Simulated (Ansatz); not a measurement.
System: hcp Y. Method: r²SCAN+rVV10 (Ansatz, a first-principles code, plane waves, PAW).

Run with plane-wave cutoff 560 eV, 18×18×10 k mesh (along the axes of the cell as run), Fermi–Dirac smearing 0.05 eV, scalar-relativistic PAW data made under PBE.

Equation-of-state points:

```json
[
 {"V (Å³/atom)": "31.705", "E − E_lowest (meV/atom)": "7.35", "P (GPa)": "1.816"},
 {"V (Å³/atom)": "32.366", "E − E_lowest (meV/atom)": "1.82", "P (GPa)": "0.880"},
 {"V (Å³/atom)": "33.026", "E − E_lowest (meV/atom)": "0.00", "P (GPa)": "0.016"},
 {"V (Å³/atom)": "33.687", "E − E_lowest (meV/atom)": "1.59", "P (GPa)": "-0.779"},
 {"V (Å³/atom)": "34.347", "E − E_lowest (meV/atom)": "6.33", "P (GPa)": "-1.510"}
]
```

Question: Estimate the bulk modulus from the pressures at 32.366 and 33.687 Å³/atom, and compare it with a fit to all energies.

Answer: B = −V dP/dV. Between V = 32.366 and 33.687 Å³/atom, dP/dV = (-0.779 − (0.880))/(33.687 − 32.366) = -1.26 GPa per Å³/atom; at the midpoint 33.026 Å³/atom this gives B ≈ 41.5 GPa. The third-order Birch–Murnaghan fit gives V0 = 33.039 Å³/atom, B0 = 41.3 GPa, B′ = 3.1, which lies within 1 % of that estimate.

Shape and atoms are relaxed at each volume.

Measured, for comparison: bulk modulus 41.7 GPa (zero-point energy and finite temperature contributions removed, our sources range from 37.3 to 41.7; as tabulated in doi:10.1021/acs.jctc.3c00612). Computed (rounded) less measured: bulk modulus -1.0 % (inside the range of the sources held).

Note: the bulk modulus comes from volumes at which shape and atoms were relaxed.

Static lattice: no zero-point or thermal effects.
